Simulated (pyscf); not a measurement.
PySCF, gas phase, ωB97X-D3(BJ)/def2-SVP geometries.

Q: Estimate the classical barrier height and the reaction energy of HO–PH₂ + silylene (SiH₂) [singlet] -> :HSi–O–PH₂ [singlet] + hydrogen (H₂) at B3LYP-D3(BJ)/def2-TZVP. The step runs on the singlet surface, breaks H–O, H–Si and forms O–Si, H–H; take the separated reactants as zero.

A: ΔE‡ = 0.1 kcal/mol, ΔE = -31.4 kcal/mol. ωB97M-D3(BJ)/def2-TZVP gives 1.4 kcal/mol and -29.6 kcal/mol. Zero-point energy shifts the barrier by +0.4 kcal/mol. It is a four-centre exchange, with an imaginary mode of 1439i cm⁻¹. On the reactant side the descent ends in an adduct with a O–Si contact, 19.9 kcal/mol under the separated species and 19.7 kcal/mol under the saddle at ωB97X-D3(BJ)/def2-TZVP. What is counted as formed (O–Si) is already present as a longer contact in the reactant adduct; forming that adduct is a step of its own. At the saddle there is also a short H–Si contact that neither side keeps. The same reactants have a lower exit, to HO–SiH₂–PH₂ (barrier -4.8 kcal/mol at ωB97M-D3(BJ)/def2-TZVP, against +1.4 kcal/mol here). :HSi–O–PH₂ [singlet] lies 16.3 kcal/mol over its isomer HO–SiH=PH (electronic energy, ωB97M-D3(BJ)/def2-TZVP). One saddle was located; it need not be the lowest between these sides.
